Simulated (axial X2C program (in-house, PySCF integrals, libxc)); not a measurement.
AlN: bond constants with and without spin–orbit coupling

Computed with an in-house all-electron X2C program for linear molecules (integrals from PySCF). Spin-free means the one-electron spin-free X2C Hamiltonian; two-component (2c) means X2C with spin–orbit coupling and atomic mean-field two-electron Coulomb and Gaunt terms, so the difference of the two also holds small scalar two-electron terms. Basis: Al dyall-v3z [8s8p2d1f], N dyall-v3z [6s6p2d1f] (cores contracted in-house); Gaussian nuclei, density fitting, unrestricted open shells. Masses: Al 26.982 u, N 14.003 u.

State, spin-free: M_S = 1, Λ = 1 (beyond evenly filled blocks: σα, π+α, π+β, π-α); electrons by block: σα: 7, σβ: 6, π+α: 2, π+β: 2, π-α: 2, π-β: 1. Fragments: Al + N.

State, 2c: Ω = 2 (⟨Sz⟩ = 1.00, ⟨Lz⟩ = 1.00 at PBE0); electrons by block: 1/2: 9, -1/2: 8, 3/2: 2, -3/2: 1. Fragments: Al + N.

```json
{"Hamiltonian": "2c", "level": "PBE0", "Re (Å)": "1.797", "ωe (cm⁻¹)": "745.6", "ωexe (cm⁻¹)": "5.78", "Be (cm⁻¹)": "0.5665", "De (eV)": "2.43", "k (mdyn/Å)": "3.02", "μ (D)": "-2.75"}
{"Hamiltonian": "2c", "level": "BHandHLYP", "Re (Å)": "1.803", "ωe (cm⁻¹)": "731.6", "ωexe (cm⁻¹)": "5.28", "Be (cm⁻¹)": "0.5623", "De (eV)": "2.18", "k (mdyn/Å)": "2.91", "μ (D)": "-2.56"}
{"Hamiltonian": "2c", "level": "B3LYP", "Re (Å)": "1.801", "ωe (cm⁻¹)": "737.0", "ωexe (cm⁻¹)": "5.97", "Be (cm⁻¹)": "0.564", "De (eV)": "2.62", "k (mdyn/Å)": "2.95", "μ (D)": "-2.87"}
```

Spin-free values that have a 2c row agree with it to the digits that matter (0.001 Å, 0.01 eV) and are not repeated.

Dipoles are positive if N is the positive end.

De is counted from the lowest determinant-based energies of the atoms at the same level, without counterpoise correction. Density functionals use the spin component along the axis (collinear). In 2c an atomic determinant is not the ground J level, so De misses part of the atomic spin–orbit lowering. This holds for PBE0, BHandHLYP, B3LYP. The functionals have no current-density term, which raises determinants with orbital currents, atoms included. The state is one determinant with fixed occupations, lowest in a PBE0 search at one distance only: followed along the bond, the spin-free determinant M_S = 1, Λ = 0 reaches 0.13 eV lower at PBE0, at Re = 1.934 Å, so the state shown is not the lowest. With several unpaired electrons one determinant need not be a pure state. A state of lower Ω lies just above, and one determinant can place such states too high, so the state shown need not be the lowest. The search has Ω = 1 only 0.02 eV up. Open-shell Ω = 0 determinants with evenly filled partner blocks cannot be reached by this program, so the Ω shown need not be the lowest component. The determinant is spin-polarised beyond a pure state at some levels (its spin-free form has ⟨S²⟩ too high), which makes Re and μ there less reliable.

No reliable constants came from HF (2c), HF (spin-free), MP2 (2c), MP2 (spin-free): no minimum in range, unconverged points, a curve that is not smooth, a change of character along it, or the two Hamiltonians disagreeing along it.

Rough cost a point (2c) on 1 thread(s) of a shared host, integrals apart: PBE0 0.3 s, BHandHLYP 0.3 s, B3LYP 0.3 s.

The whole task took 52 s on 1 thread of Arm Neoverse N1, with other jobs on the host.
